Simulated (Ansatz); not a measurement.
Structure relaxation of Sn2Sb

Level of theory: DFT PBE, scalar-relativistic, plane waves, PAW in Ansatz 0.2.0.

Sn2Sb was placed on the marcasite structure type (Pnnm, No. 58), with Sb in place of Fe, Sn in place of S, at a guessed volume.

The final relaxation ran on this input, with the default PAW datasets:

```yaml
crystal:
  lattice:
    - [6.2048784159, 0.0, 0.0]
    - [0.0, 7.6623655181, 0.0]
    - [0.0, 0.0, 4.1605276411]
  atoms:
    - { symbol: Sn, position: [0.1798990536, 0.3698873943, 0.0] }
    - { symbol: Sn, position: [0.8201009464, 0.6301126057, 0.0] }
    - { symbol: Sn, position: [0.6798990536, 0.1301126057, 0.5] }
    - { symbol: Sn, position: [0.3201009464, 0.8698873943, 0.5] }
    - { symbol: Sb, position: [0.0, 0.0, 0.0] }
    - { symbol: Sb, position: [0.5, 0.5, 0.5] }
basis:
  ecutwfc: 420
kpoints:
  mp_grid: { grid: [6, 6, 10] }
hamiltonian:
  xc: pbe
scf:
  occupations: { method: gaussian, width: 0.1 }
output:
  forces: true
  stress: true
  eigenvalues: true
relax:
  adjacent_minimum: "off"
  f_tol: 0.01
  max_steps: 80
  cell: { stress_tol: 0.05 }
```

Launched as:

```bash
ansatz run input.yaml --threads 1 --pin off --max-ram 2560MiB --backend cpu --events-out ev --progress --plain --runs-dir out
```

Time: 7.2 min on 1 thread of Arm Neoverse N1 (shared host), peak memory 0.89 GiB.

The program printed at the end:

```
SCF converged after 5 iterations
Free energy (F): -37064.953505 eV
Harris-Foulkes:  -37064.953505 eV  (|F-HF|=0.00e0)
Internal energy: -37064.936041 eV  (E = F + TS)
E sigma→0 (E₀):  -37064.944773 eV
Entropy (-TS):   -0.017464 eV (-2.911 meV/atom)
Fermi energy:    8.410619 eV
--- Per-component energies (eV) ---
  E_band       = -841.578006
  E_kinetic    = 1155.536007
  E_local      = -7565.878642  (includes V_loc(G=0)·N_el)
  E_nonlocal   = 594.652710
  E_hartree    = 3976.170419
  E_xc         = -1805.545516
  E_vxc        = -574.003787  (∫ρ·V_xc dr)
  E_paw        = -25692.257987  (= ΣΔE_a)
  E_vpaw       = -2404.225042  (= ΣTr[D̂ρ^β])
  E_aug_tail   = -0.000005  (compensation charges beyond the density's cutoff)
  E_ewald      = -7727.613028
  E_smearing   = -0.017464  (= −TS)
  E_closure    = 0.000000  (closes the sum)
  Σ components = -37064.953505   (vs F -37064.953505, Δ=0.00e0)
--- Forces (eV/Å), atoms counted from 1 ---
  atom   1  Sn     0.00019263    -0.00186896     0.00000000
  atom   2  Sn    -0.00019263     0.00186896     0.00000000
  atom   3  Sn     0.00019263     0.00186896     0.00000000
  atom   4  Sn    -0.00019263    -0.00186896     0.00000000
  atom   5  Sb     0.00000000     0.00000000     0.00000000
  atom   6  Sb     0.00000000     0.00000000     0.00000000
  max |Σ_I F_I| component: 3.47e-18 eV/Å
--- Stress (GPa, compression-positive) ---
        0.004396       0.000000       0.000000
        0.000000      -0.003407       0.000000
        0.000000       0.000000       0.009199
  P = ⅓ Tr σ = 0.0034 GPa (0.034 kbar)
--- Relaxed structure (3 steps of the walk, 3 accepted, 1 SCFs on fresh bases) ---
  F+E_penalty+E_count = -37064.95350523 eV   max|allowed force component| = 1.869e-3 eV/Å   (the final SCF, on the basis selected at the relaxed cell)
  cell:  # Å, volume = 197.9494 Å³
    - [6.188608, 0.0, 0.0]
    - [0.0, 7.639072, 0.0]
    - [0.0, 0.0, 4.187170]
  atoms:
    - { symbol: Sn, position: [0.180809, 0.370760, 0.0] }
    - { symbol: Sn, position: [0.819191, 0.629240, 0.0] }
    - { symbol: Sn, position: [0.680809, 0.129240, 0.5] }
    - { symbol: Sn, position: [0.319191, 0.870760, 0.5] }
    - { symbol: Sb, position: [0.000000, 0.000000, 0.0] }
    - { symbol: Sb, position: [0.500000, 0.5, 0.5] }
```

Total energies depend on the potentials used, so only differences within one code and one set of settings carry meaning.

The result has space group Pnnm (No. 58). Around Sn lie 1 Sn at 2.98 Å and 3 Sb at 3.04–3.05 Å; Sb is coordinated by 6 Sn at 3.04–3.05 Å.

Against the elements it lies at 0.15 eV/atom. The zero of energy is the elements' standard structures at the same level; no fitted shifts are applied.

The k mesh leaves about 4 meV/atom of noise in metals. Spin–orbit coupling is left out.

Symmetry constrained the relaxation, so the result can be a saddle point.